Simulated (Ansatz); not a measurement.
One stationary structure of C. Space group Fd-3m (No. 227), diamond type. These are r2SCAN (plane waves to 500 eV, PAW, scalar-relativistic; Ansatz, an electronic-structure program) values and carry that method's errors.

```cif
data_C2
_chemical_formula_sum 'C2'
_space_group_name_H-M_alt 'P 1'
_space_group_IT_number 1
_cell_length_a 2.51751
_cell_length_b 2.51751
_cell_length_c 2.51751
_cell_angle_alpha 60.000
_cell_angle_beta 60.000
_cell_angle_gamma 60.000
loop_
_space_group_symop_operation_xyz
  'x, y, z'
loop_
_atom_site_label
_atom_site_type_symbol
_atom_site_fract_x
_atom_site_fract_y
_atom_site_fract_z
_atom_site_occupancy
C1 C 0.75000 0.75000 0.75000 1
C2 C 0.50000 0.50000 0.50000 1
```

What is the computed band gap (r2SCAN)?

4.36 eV, indirect (valence top at Γ, conduction bottom at 71 % of the way from Γ to X) (no spin-orbit coupling).

Predict the smallest direct gap from r2SCAN.

5.89 eV at Γ.

No spin polarisation in the result.

Measured for C: a 3.553 Å (static lattice; corrected from measurement; as listed in Daniel Mejia-Rodriguez, S. B. Trickey, Phys. Rev. B (2018)); gap 5.85 eV (static lattice; corrected from measurement; as listed in Wei Chen et al., Physical Review Materials (2018)). Computed minus measured — a: r2SCAN +0.2 %; gap: r2SCAN -1.49 eV. The computed values are for a static lattice, and a measured gap can be an optical one, lowered by exciton binding.

The run could not lose the symmetry of its start; a randomly shaken copy of 4 atoms returns to this structure.

All atoms sit on sites fixed by symmetry, so only the cell could relax.
